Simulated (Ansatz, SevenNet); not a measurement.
## Ladder of methods for the elastic constant C33 of tetradymite Bi2Te3

Reference value: 47.7 GPa (measured, temperature not stated, no zero-point or thermal correction; as tabulated in Oses et al. (2018), arXiv:1811.08464).

**Question.** Put these levels in order of the elastic constant C33 that they give for tetradymite Bi2Te3, smallest first: LDA (Ansatz, an electronic-structure program), PBE (Ansatz), PBEsol (Ansatz), SevenNet-l3i5.

**Answer.** PBE (11.2 GPa), SevenNet-l3i5 (19.4 GPa), PBEsol (43.0 GPa), LDA (54.9 GPa)

Unless a cell is named, each level is at its own relaxed cell (SevenNet-l3i5 36.40, LDA 32.68, PBE 36.63, PBEsol 33.58 Å³/atom).

Differences against the reference: SevenNet-l3i5 -59 %, LDA +15.1 %, PBE -77 %, PBEsol -9.9 %.

The measured value isn't corrected to a static lattice, so vibrations enter the comparison. A static lattice is as a rule stiffer than a warm one, by over a tenth in soft solids.  Density-functional levels without +SOC have no spin–orbit coupling. LDA: LDA has no dispersion term either, though it tends to give short spacings of layers, chains or molecules. PBEsol, PBE: the cell comes from a level without a dispersion term, which matters for the spacing of layers, chains or molecules. Each level is taken at its own relaxed cell. Ansatz's density-functional and Hartree–Fock values are scalar-relativistic unless marked +SOC, with PAW data made under PBE.

Machine-learned potentials (SevenNet-l3i5) are trained on DFT data: a solid inside that data is no test of them.

Differences are worked out from the printed values.
